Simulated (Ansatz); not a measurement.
# C3H9NS: inversion of the pyramid at N3, part 2 of 2

How high is the barrier for the inversion of the pyramid at N3? Relax the two ends, then run a nudged elastic band between them. SMILES of the start: CC(N)CS.

Ansatz 0.2.0; RKS CAM-B3LYP-D4/def2-SVP. Earlier steps stand in the parts before.

### Step 4. Nudged elastic band

crystal.atoms is end A as relaxed above, and neb.final_atoms is end B, turned to lie on A. With 7 inner images the band has 9 in all. The start path is listed, through a guess of the saddle.

input.yaml

```yaml
crystal:
  periodic: [false, false, false]
  atoms:
    - { symbol: C, position_ang: [-1.367412, -0.184527, 0.891091] }
    - { symbol: C, position_ang: [0.044047, 0.13287, 0.417723] }
    - { symbol: "N", position_ang: [0.841598, -1.08361, 0.416604] }
    - { symbol: C, position_ang: [0.005985, 0.715527, -0.992454] }
    - { symbol: S, position_ang: [1.640217, 1.119092, -1.694961] }
    - { symbol: H, position_ang: [-2.00605, 0.71089, 0.871808] }
    - { symbol: H, position_ang: [-1.81958, -0.955852, 0.249346] }
    - { symbol: H, position_ang: [-1.358861, -0.566002, 1.924064] }
    - { symbol: H, position_ang: [0.464763, 0.917657, 1.081752] }
    - { symbol: H, position_ang: [1.816977, -0.852365, 0.233998] }
    - { symbol: H, position_ang: [0.815461, -1.52606, 1.333574] }
    - { symbol: H, position_ang: [-0.510523, 0.021762, -1.671236] }
    - { symbol: H, position_ang: [-0.552666, 1.662713, -0.992388] }
    - { symbol: H, position_ang: [1.973146, -0.141192, -2.040221] }
basis:
  gaussian: { orbitals: def2-SVP }
hamiltonian:
  xc: cam_b3lyp
  dispersion: d4
neb:
  order_check: false
  images: 7
  f_tol: 0.05
  max_iterations: 60
  final_atoms:
    - { symbol: C, position_ang: [-1.35866203, -0.12719827, 0.97829835] }
    - { symbol: C, position_ang: [0.04726274, 0.18353559, 0.48057168] }
    - { symbol: "N", position_ang: [0.91226129, -0.9541393, 0.73353045] }
    - { symbol: C, position_ang: [-0.00306824, 0.63944494, -0.9846436] }
    - { symbol: S, position_ang: [1.60829391, 1.09850485, -1.70106929] }
    - { symbol: H, position_ang: [-2.02984848, 0.73661096, 0.8619197] }
    - { symbol: H, position_ang: [-1.79444393, -0.96826756, 0.41335374] }
    - { symbol: H, position_ang: [-1.32935009, -0.41347951, 2.0382714] }
    - { symbol: H, position_ang: [0.44902551, 1.02663123, 1.06807755] }
    - { symbol: H, position_ang: [1.8725772, -0.74281809, 0.46999105] }
    - { symbol: H, position_ang: [0.61479566, -1.76573491, 0.19154841] }
    - { symbol: H, position_ang: [-0.47281307, -0.13375261, -1.61345505] }
    - { symbol: H, position_ang: [-0.62110306, 1.54493951, -1.07940053] }
    - { symbol: H, position_ang: [2.0921746, -0.15337383, -1.82829387] }
  initial_path:
    images:
      - { positions_ang: [[-1.367412, -0.184527, 0.891091], [0.044047, 0.13287, 0.417723], [0.841598, -1.08361, 0.416604], [0.005985, 0.715527, -0.992454], [1.640217, 1.119092, -1.694961], [-2.00605, 0.71089, 0.871808], [-1.81958, -0.955852, 0.249346], [-1.358861, -0.566002, 1.924064], [0.464763, 0.917657, 1.081752], [1.816977, -0.852365, 0.233998], [0.815461, -1.52606, 1.333574], [-0.510523, 0.021762, -1.671236], [-0.552666, 1.662713, -0.992388], [1.973146, -0.141192, -2.040221]] }
      - { positions_ang: [[-1.3470551, -0.19295067, 0.90257243], [0.04754059, 0.14592088, 0.4192179], [0.85603546, -1.06034494, 0.44725861], [0.02017684, 0.71710944, -1.001316], [1.63701583, 1.13027351, -1.6965958], [-2.00594533, 0.70945152, 0.87031555], [-1.80292854, -0.96107286, 0.26859001], [-1.33726064, -0.54703573, 1.93267397], [0.46316575, 0.93849709, 1.08951048], [1.78877236, -0.88077416, 0.14290038], [0.75234034, -1.56169311, 1.31828607], [-0.48889664, 0.00639792, -1.67166384], [-0.58993407, 1.65104416, -1.01645809], [1.99407514, -0.12392008, -1.97659166]] }
      - { positions_ang: [[-1.3266982, -0.20137433, 0.91405387], [0.05103417, 0.15897176, 0.42071279], [0.87047293, -1.03707987, 0.47791321], [0.03436869, 0.71869188, -1.01017799], [1.63381467, 1.14145502, -1.6982306], [-2.00584067, 0.70801305, 0.8688231], [-1.78627707, -0.96629373, 0.28783401], [-1.31566028, -0.52806946, 1.94128394], [0.4615685, 0.95933719, 1.09726896], [1.76056772, -0.90918331, 0.05180276], [0.68921968, -1.59732621, 1.30299814], [-0.46727028, -0.00896615, -1.67209169], [-0.62720214, 1.63937533, -1.04052818], [2.01500429, -0.10664815, -1.91296231]] }
      - { positions_ang: [[-1.3063413, -0.209798, 0.9255353], [0.05452776, 0.17202265, 0.42220769], [0.88491039, -1.01381481, 0.50856782], [0.04856053, 0.72027432, -1.01903999], [1.6306135, 1.15263654, -1.69986541], [-2.005736, 0.70657457, 0.86733065], [-1.76962561, -0.97151459, 0.30707802], [-1.29405992, -0.50910319, 1.94989391], [0.45997125, 0.98017728, 1.10502743], [1.73236308, -0.93759247, -0.03929487], [0.62609902, -1.63295932, 1.2877102], [-0.44564392, -0.02433023, -1.67251953], [-0.66447021, 1.62770649, -1.06459827], [2.03593343, -0.08937623, -1.84933297]] }
      - { positions_ang: [[-1.2859844, -0.21822167, 0.93701673], [0.05802135, 0.18507353, 0.42370259], [0.89934785, -0.99054975, 0.53922242], [0.06275237, 0.72185675, -1.02790198], [1.62741234, 1.16381805, -1.70150021], [-2.00563134, 0.70513609, 0.8658382], [-1.75297415, -0.97673546, 0.32632203], [-1.27245956, -0.49013692, 1.95850388], [0.458374, 1.00101737, 1.11278591], [1.70415844, -0.96600162, -0.13039249], [0.56297837, -1.66859242, 1.27242227], [-0.42401756, -0.0396943, -1.67294737], [-0.70173828, 1.61603766, -1.08866836], [2.05686257, -0.0721043, -1.78570363]] }
      - { positions_ang: [[-1.30415381, -0.19546582, 0.94733714], [0.05533169, 0.18468904, 0.43791986], [0.90257621, -0.98144714, 0.58779943], [0.04629722, 0.7012538, -1.01708739], [1.62263273, 1.14748975, -1.70139248], [-2.01168563, 0.71300481, 0.86485858], [-1.7633416, -0.97461849, 0.34807996], [-1.28668219, -0.47097257, 1.97844576], [0.45603688, 1.00742084, 1.10160882], [1.74626313, -0.91020574, 0.0197034], [0.57593269, -1.69287804, 1.00220381], [-0.43621643, -0.06320888, -1.65807429], [-0.68157947, 1.59826312, -1.08635141], [2.06569058, -0.09242169, -1.79635119]] }
      - { positions_ang: [[-1.32232321, -0.17270997, 0.95765754], [0.05264204, 0.18430456, 0.45213713], [0.90580457, -0.97234452, 0.63637644], [0.02984207, 0.68065085, -1.00627279], [1.61785312, 1.13116145, -1.70128475], [-2.01773991, 0.72087353, 0.86387895], [-1.77370904, -0.97250151, 0.36983788], [-1.30090483, -0.45180822, 1.99838764], [0.45369975, 1.0138243, 1.09043173], [1.78836782, -0.85440985, 0.16979928], [0.58888701, -1.71716366, 0.73198534], [-0.44841531, -0.08672346, -1.64320121], [-0.66142067, 1.58048858, -1.08403445], [2.07451858, -0.11273907, -1.80699875]] }
      - { positions_ang: [[-1.34049262, -0.14995412, 0.96797795], [0.04995239, 0.18392007, 0.46635441], [0.90903293, -0.96324191, 0.68495345], [0.01338692, 0.66004789, -0.9954582], [1.61307352, 1.11483315, -1.70117702], [-2.0237942, 0.72874224, 0.86289932], [-1.78407649, -0.97038454, 0.39159581], [-1.31512746, -0.43264387, 2.01832952], [0.45136263, 1.02022777, 1.07925464], [1.83047251, -0.79861397, 0.31989517], [0.60184134, -1.74144928, 0.46176688], [-0.46061419, -0.11023804, -1.62832813], [-0.64126186, 1.56271405, -1.08171749], [2.08334659, -0.13305645, -1.81764631]] }
      - { positions_ang: [[-1.35866203, -0.12719827, 0.97829835], [0.04726274, 0.18353559, 0.48057168], [0.91226129, -0.9541393, 0.73353045], [-0.00306824, 0.63944494, -0.9846436], [1.60829391, 1.09850485, -1.70106929], [-2.02984848, 0.73661096, 0.8619197], [-1.79444393, -0.96826756, 0.41335374], [-1.32935009, -0.41347951, 2.0382714], [0.44902551, 1.02663123, 1.06807755], [1.8725772, -0.74281809, 0.46999105], [0.61479566, -1.76573491, 0.19154841], [-0.47281307, -0.13375261, -1.61345505], [-0.62110306, 1.54493951, -1.07940053], [2.0921746, -0.15337383, -1.82829387]] }
```

Run with:

```sh
$ ansatz run input.yaml --threads 2 --pin off --max-ram 3072MiB --backend cpu --events-out ev --progress --plain --runs-dir out
```

Output (excerpt; [...] marks lines left out):

```text
Warning: RAYON_NUM_THREADS=2 ignored (pool sized by the plan → 2); use --threads N
[...]
Functional definition: CAM-B3LYP
[...]
1333 factors; integrals over basis functions are off by at most 3.3e-4 eV
429 factors; integrals over basis functions are off by at most 5.2e-7 eV
[...]
mean field -15573.93413212 eV, -572.3315229636 hartree, gradient 3.4e-5 eV, S^2 0.000000; 0 other end points of the search recorded, 0 dependent functions left out
[...]
reference -15573.93424832 eV, -572.3315272341 hartree; 25, 25 occupied and 94, 94 virtual orbitals, 1333 factors
1333 factors; integrals over basis functions are off by at most 5.4e-4 eV
429 factors; integrals over basis functions are off by at most 5.3e-7 eV
[...]
mean field -15573.90742323 eV, -572.3305414302 hartree, gradient 5.2e-5 eV, S^2 0.000000; 0 other end points of the search recorded, 0 dependent functions left out
[...]
reference -15573.90753730 eV, -572.3305456221 hartree; 25, 25 occupied and 94, 94 virtual orbitals, 1333 factors
NEB end point (image 0): max|allowed force component| = 8.081e-3 eV/Å (the criterion of neb.relax_end_points is 1.000e-2)
NEB end point (image 8): max|allowed force component| = 5.422e-3 eV/Å (the criterion of neb.relax_end_points is 1.000e-2)
1333 factors; integrals over basis functions are off by at most 2.9e-4 eV
429 factors; integrals over basis functions are off by at most 4.9e-7 eV
mean field -15573.84106059 eV, -572.3281026480 hartree, gradient 3.3e-5 eV, S^2 0.000000; 0 other end points of the search recorded, 0 dependent functions left out
[...]
reference -15573.84117660 eV, -572.3281069114 hartree; 25, 25 occupied and 94, 94 virtual orbitals, 1333 factors
```

### Step 5. The log goes on: band between the two ends

The log, continued (excerpt; [...] marks lines left out):

```text
1333 factors; integrals over basis functions are off by at most 3.1e-4 eV
429 factors; integrals over basis functions are off by at most 4.8e-7 eV
[...]
mean field -15573.62472267 eV, -572.3201523761 hartree, gradient 3.7e-5 eV, S^2 0.000000; 0 other end points of the search recorded, 0 dependent functions left out
[...]
reference -15573.62483810 eV, -572.3201566181 hartree; 25, 25 occupied and 94, 94 virtual orbitals, 1333 factors
1333 factors; integrals over basis functions are off by at most 3.5e-4 eV
429 factors; integrals over basis functions are off by at most 4.6e-7 eV
mean field -15573.33875981 eV, -572.3096434349 hartree, gradient 4.5e-5 eV, S^2 0.000000; 0 other end points of the search recorded, 0 dependent functions left out
[...]
reference -15573.33887454 eV, -572.3096476510 hartree; 25, 25 occupied and 94, 94 virtual orbitals, 1333 factors
[...]
Atom 5 at    -1.960809     0.779742     0.916713 Å, force    -0.000025    -0.000008     0.000002 eV/Å
Atom 6 at    -1.798442    -0.929987     0.458114 Å, force    -0.000025    -0.000008    -0.000003 eV/Å
Atom 7 at    -1.202516    -0.383579     2.042949 Å, force     0.000079     0.000021    -0.000037 eV/Å
Atom 8 at     0.548918     0.995631     0.939638 Å, force     0.000005     0.000021     0.000053 eV/Å
Atom 9 at     1.871779    -0.888138     0.853177 Å, force     0.000017    -0.000044    -0.000018 eV/Å
Atom 10 at     0.615512    -1.881829     0.209746 Å, force     0.000043    -0.000019     0.000006 eV/Å
Atom 11 at    -0.588748    -0.117433    -1.670045 Å, force     0.000005    -0.000016    -0.000030 eV/Å
Atom 12 at    -0.710159     1.560525    -1.110941 Å, force    -0.000056     0.000004     0.000018 eV/Å
Atom 13 at     2.101702    -0.042973    -1.542371 Å, force     0.000099    -0.000017    -0.000054 eV/Å
Dipole moment:    -0.107433    -0.313240     0.260986 e Å
this run last wrote the band of iteration 19 to <dir>
```

Run time: 8.7 min. Hardware: 2 threads of Arm Neoverse V1, shared host; peak memory 0.35 GiB.

### Step 6. What the band shows

The 7 inner images lie between the fixed ends 0 and 8. Energy is taken from image 0, and the path length is the program's own coordinate along the band.

| image | path (Å) | energy (eV) | sum of angles at N3 (°) | band force (eV/Å) |
| --- | --- | --- | --- | --- |
| 0 | 0.000 | 0.0000 | 326.5 | - |
| 1 | 0.724 | 0.0443 | 329.9 | 0.003 |
| 2 | 1.448 | 0.0474 | 332.0 | 0.010 |
| 3 | 2.172 | -0.0086 | 330.9 | 0.020 |
| 4* | 2.897 | 0.1646 | 360.0 | 0.000 |
| 5 | 3.105 | 0.1099 | 350.3 | 0.000 |
| 6 | 3.313 | 0.0495 | 336.5 | 0.000 |
| 7 | 3.521 | 0.0302 | 330.7 | 0.000 |
| 8 | 3.729 | 0.0264 | 329.3 | - |

The star marks the climbing image.

image, energy (eV) and a bar:
```
        0      0.000 #
        1      0.044 #########
        2      0.047 ##########
        3     -0.009 
        4      0.165 ##############################
        5      0.110 #####################
        6      0.050 ##########
        7      0.030 #######
        8      0.026 ######
```

The top of the band by iteration:

| iteration | highest image above image 0 (eV) | largest band force (eV/Å) |
| --- | --- | --- |
| 1 | 1.6920 | 16.984 |
| 3 | 0.2545 | 1.223 |
| 5 | 0.1941 | 0.318 |
| 7 | 0.1740 | 0.298 |
| 9 | 0.1676 | 0.117 |
| 11 | 0.1650 | 0.098 |
| 13 | 0.1646 | 0.080 |
| 15 | 0.1646 | 0.063 |
| 17 | 0.1646 | 0.066 |
| 19 | 0.1646 | 0.020 |

The band as a trajectory file:

```xyz
14
image=0 dE=0.0000
C    -1.367   -0.185    0.891
C     0.044    0.133    0.418
N     0.842   -1.084    0.417
C     0.006    0.716   -0.992
S     1.640    1.119   -1.695
H    -2.006    0.711    0.872
H    -1.820   -0.956    0.249
H    -1.359   -0.566    1.924
H     0.465    0.918    1.082
H     1.817   -0.852    0.234
H     0.815   -1.526    1.334
H    -0.511    0.022   -1.671
H    -0.553    1.663   -0.992
H     1.973   -0.141   -2.040
14
image=1 dE=0.0443
C    -1.306   -0.171    0.919
C     0.073    0.156    0.363
N     0.907   -1.044    0.345
C    -0.046    0.726   -1.051
S     1.553    1.147   -1.809
H    -1.967    0.707    0.890
H    -1.778   -0.975    0.331
H    -1.236   -0.506    1.965
H     0.522    0.947    0.994
H     1.868   -0.831    0.602
H     0.570   -1.741    1.002
H    -0.576    0.008   -1.694
H    -0.624    1.662   -1.040
H     2.026   -0.116   -1.788
14
image=2 dE=0.0474
C    -1.259   -0.143    0.956
C     0.099    0.173    0.334
N     0.994   -0.983    0.341
C    -0.079    0.700   -1.093
S     1.487    1.147   -1.896
H    -1.926    0.732    0.938
H    -1.758   -0.951    0.397
H    -1.149   -0.469    2.001
H     0.576    0.981    0.913
H     1.742   -0.887    1.021
H     0.498   -1.846    0.546
H    -0.609   -0.049   -1.704
H    -0.691    1.614   -1.087
H     2.061   -0.048   -1.638
14
image=3 dE=-0.0086
C    -1.222   -0.097    1.006
C     0.118    0.185    0.325
N     1.041   -0.942    0.343
C    -0.099    0.638   -1.120
S     1.435    1.150   -1.950
H    -1.878    0.787    0.990
H    -1.755   -0.916    0.494
H    -1.077   -0.393    2.056
H     0.617    1.014    0.852
H     1.466   -1.073    1.256
H     0.569   -1.811    0.094
H    -0.586   -0.170   -1.691
H    -0.772    1.506   -1.150
H     2.130    0.092   -1.478
14
image=4 dE=0.1646
C    -1.302   -0.099    0.986
C     0.074    0.174    0.379
N     0.933   -0.970    0.501
C    -0.082    0.658   -1.073
S     1.488    1.115   -1.863
H    -1.961    0.780    0.917
H    -1.798   -0.930    0.458
H    -1.203   -0.384    2.043
H     0.549    0.996    0.940
H     1.872   -0.888    0.853
H     0.616   -1.882    0.210
H    -0.589   -0.117   -1.670
H    -0.710    1.561   -1.111
H     2.102   -0.043   -1.542
14
image=5 dE=0.1099
C    -1.318   -0.095    0.987
C     0.066    0.170    0.402
N     0.895   -0.989    0.622
C    -0.069    0.639   -1.058
S     1.501    1.109   -1.843
H    -1.975    0.784    0.909
H    -1.806   -0.929    0.455
H    -1.223   -0.381    2.042
H     0.534    0.999    0.956
H     1.890   -0.855    0.735
H     0.640   -1.844    0.142
H    -0.575   -0.130   -1.663
H    -0.696    1.543   -1.103
H     2.124   -0.051   -1.553
14
image=6 dE=0.0495
C    -1.337   -0.098    0.990
C     0.056    0.168    0.433
N     0.890   -0.993    0.679
C    -0.048    0.622   -1.032
S     1.528    1.106   -1.797
H    -1.989    0.783    0.901
H    -1.817   -0.930    0.449
H    -1.262   -0.384    2.048
H     0.509    1.003    0.993
H     1.885   -0.808    0.597
H     0.642   -1.794    0.100
H    -0.539   -0.153   -1.643
H    -0.679    1.522   -1.098
H     2.148   -0.072   -1.590
14
image=7 dE=0.0302
C    -1.351   -0.111    0.989
C     0.049    0.175    0.460
N     0.901   -0.976    0.704
C    -0.024    0.624   -1.006
S     1.570    1.112   -1.739
H    -2.008    0.766    0.888
H    -1.815   -0.944    0.435
H    -1.300   -0.398    2.048
H     0.477    1.014    1.035
H     1.875   -0.769    0.495
H     0.620   -1.773    0.133
H    -0.491   -0.159   -1.624
H    -0.656    1.520   -1.096
H     2.140   -0.109   -1.695
14
image=8 dE=0.0264
C    -1.359   -0.127    0.978
C     0.047    0.184    0.481
N     0.912   -0.954    0.734
C    -0.003    0.639   -0.985
S     1.608    1.099   -1.701
H    -2.030    0.737    0.862
H    -1.794   -0.968    0.413
H    -1.329   -0.413    2.038
H     0.449    1.027    1.068
H     1.873   -0.743    0.470
H     0.615   -1.766    0.192
H    -0.473   -0.134   -1.613
H    -0.621    1.545   -1.079
H     2.092   -0.153   -1.828
```

### Step 7. Vibrations at the top

The geometry is the highest inner image of the first converged band.

input.yaml

```yaml
crystal:
  periodic: [false, false, false]
  atoms:
    - { symbol: C, position_ang: [-1.301995, -0.098968, 0.986223] }
    - { symbol: C, position_ang: [0.073538, 0.174267, 0.379178] }
    - { symbol: "N", position_ang: [0.932862, -0.96965, 0.501456] }
    - { symbol: C, position_ang: [-0.082265, 0.657944, -1.072585] }
    - { symbol: S, position_ang: [1.487725, 1.115353, -1.862551] }
    - { symbol: H, position_ang: [-1.960809, 0.779742, 0.916713] }
    - { symbol: H, position_ang: [-1.798442, -0.929987, 0.458114] }
    - { symbol: H, position_ang: [-1.202516, -0.383579, 2.042949] }
    - { symbol: H, position_ang: [0.548918, 0.995631, 0.939638] }
    - { symbol: H, position_ang: [1.871779, -0.888138, 0.853177] }
    - { symbol: H, position_ang: [0.615512, -1.881829, 0.209746] }
    - { symbol: H, position_ang: [-0.588748, -0.117433, -1.670045] }
    - { symbol: H, position_ang: [-0.710159, 1.560525, -1.110941] }
    - { symbol: H, position_ang: [2.101702, -0.042973, -1.542371] }
basis:
  gaussian: { orbitals: def2-SVP }
hamiltonian:
  xc: cam_b3lyp
  dispersion: d4
phonons: {}
```

Run with:

```sh
$ ansatz run input.yaml --threads 2 --pin off --max-ram 3072MiB --backend cpu --events-out ev --progress --plain --runs-dir out
```

Output (excerpt; [...] marks lines left out):

```text
Warning: RAYON_NUM_THREADS=2 ignored (pool sized by the plan → 2); use --threads N
[...]
[... 1 set-up line as earlier in the session ...]
[...]
1334 factors; integrals over basis functions are off by at most 3.5e-4 eV
429 factors; integrals over basis functions are off by at most 5.5e-7 eV
[...]
mean field -15573.76892302 eV, -572.3254516412 hartree, gradient 4.8e-5 eV, S^2 0.000000; 0 other end points of the search recorded, 0 dependent functions left out
[...]
reference -15573.76903832 eV, -572.3254558785 hartree; 25, 25 occupied and 94, 94 virtual orbitals, 1334 factors
[...]
1334 factors; integrals over basis functions are off by at most 3.5e-4 eV
429 factors; integrals over basis functions are off by at most 5.5e-7 eV
mean field -15573.76873911 eV, -572.3254448825 hartree, gradient 1.7e-6 eV, S^2 0.000000; 0 other end points of the search recorded, 0 dependent functions left out
[...]
reference -15573.76885439 eV, -572.3254491193 hartree; 25, 25 occupied and 94, 94 virtual orbitals, 1334 factors
[...]
WARN: phonons: modes at or below zero, which the zero-point energy, F, S and C_V leave out: 1, the lowest at -593.36 cm⁻¹. A minimum has none, and a first-order saddle one
[...]
Atom 6 at    -1.798442    -0.929987     0.458114 Å, force    -0.000003    -0.000015     0.000009 eV/Å
Atom 7 at    -1.202516    -0.383579     2.042949 Å, force     0.000076     0.000014    -0.000014 eV/Å
Atom 8 at     0.548918     0.995631     0.939638 Å, force     0.000011     0.000013     0.000061 eV/Å
Atom 9 at     1.871779    -0.888138     0.853177 Å, force     0.000020    -0.000032    -0.000017 eV/Å
Atom 10 at     0.615512    -1.881829     0.209746 Å, force     0.000024     0.000014     0.000009 eV/Å
Atom 11 at    -0.588748    -0.117433    -1.670045 Å, force    -0.000005    -0.000016    -0.000028 eV/Å
Atom 12 at    -0.710159     1.560525    -1.110941 Å, force    -0.000062    -0.000006     0.000022 eV/Å
Atom 13 at     2.101702    -0.042973    -1.542371 Å, force     0.000046    -0.000014    -0.000021 eV/Å
Dipole moment:    -0.107434    -0.313239     0.260986 e Å
Vibrations: -593.36 118.62 178.41 228.50 256.16 337.67 353.99 445.53 483.53 732.28 811.19 868.93 948.37 957.77 995.09 1099.63 1152.34 1203.89 1265.43 1272.70 1348.52 1395.67 1421.56 1450.68 1469.33 1476.19 1592.84 2708.21 3047.72 3065.01 3078.16 3127.51 3136.80 3155.25 3652.89 3785.83 [...]
```

Run time: 3.9 min. Hardware: 2 threads of Arm Neoverse V1, shared host; peak memory 0.35 GiB.

Of 36 modes, 1 is imaginary by more than 30 cm⁻¹ (593i cm⁻¹).

### Step 8. Results

What follows sums up all 2 parts.

```
                    quantity                     value
                       end A   6 moves, 0.462 eV lower
                       end B  12 moves, 0.721 eV lower
            barrier forwards                   0.16 eV
           barrier backwards                   0.14 eV
second end relative to first                 +0.026 eV
               highest image     4 of 0 to 8, climbing
             band iterations                        19
  imaginary modes at the top                 593i cm⁻¹
```

What this shows: Along this path the system climbs 0.16 eV from the first end (6 kT at 300 K). The second end lies 0.026 eV above the first, so the way back costs 0.14 eV. Image 3 sits in a dip between two rises: the path passes through another minimum, and each half would need a band of its own. One imaginary mode, as a first-order saddle point has. These are electronic energies, with no zero-point or thermal terms. Tunnelling, which matters where hydrogen moves, is missing too.
